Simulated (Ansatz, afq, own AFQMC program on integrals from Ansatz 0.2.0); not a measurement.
# Atomization energy of LiSi, doublet

| atom | x (Å) | y (Å) | z (Å) |
| --- | --- | --- | --- |
| Si | 0.0000 | 0.0000 | 0.0000 |
| Li | 0.0000 | 0.0000 | 2.4415 |

Atoms in their ground-state spins without spin–orbit coupling (mostly on UHF) minus the molecule (ROHF), without zero-point energy. The geometry is a stationary point, not shown to be a minimum.

Basis cc-pVDZ. Only valence electrons are correlated. Ansatz 0.2.0 and our own AFQMC program on the same integrals; the CISD trial comes from CCSD amplitudes, and released means the phaseless constraint is let go. ± is one standard error of the sampling. The errors of all members are added in quadrature.

Full CI is exact in this basis; where marked, its frozen core comes from its own orbitals, which moves totals by up to a few meV.

Errors are counted within cc-pVDZ, not against nature.

Cautions: LiSi (doublet): a spin-contaminated unrestricted determinant lies lower (UHF 690 meV lower, ⟨S²⟩ 1.71), CCSDT(Q) on the UHF determinant differs (692 meV lower), perhaps since the unrestricted series falls towards higher spin, full CI with its own frozen core, a state of higher spin lies lower.

```json
{"level": "HF", "atomization energy (eV)": "0.102"}
{"level": "MP2", "atomization energy (eV)": "0.782"}
```

Question: From these cheaper values, estimate the atomization energy at the reference level in cc-pVDZ.

Answer: 1.000 eV (full CI in cc-pVDZ).

```tsv
level	atomization energy (eV)	error against FCI (eV)
CCSD	0.912	-0.088
CCSD(T)	0.971	-0.029
CCSDT	0.993	-0.008
CCSDT(Q)	0.999	-0.002
ph-AFQMC/HF	0.956 ± 0.033	-0.044 ± 0.033
ph-AFQMC/CISD	0.989 ± 0.007	-0.011 ± 0.007
released AFQMC	1.003 ± 0.011	0.002 ± 0.011
```

Correlation beyond CCSD(T) adds 0.029 eV. The perturbative (T) step is worth +0.059 eV.

CCSDT and higher add their correlation energy to the determinant of the CCSD(T) run, since their own runs factorise the integrals more tightly (a shift of under 2 meV). A walk keeps the symmetry of its determinant, which the program's search chose and which needn't be the lowest solution, so a lower state of the same spin and another symmetry isn't excluded. Released energies are given only where the last usable release times agree within the noise; a slower fall can still hide under it.
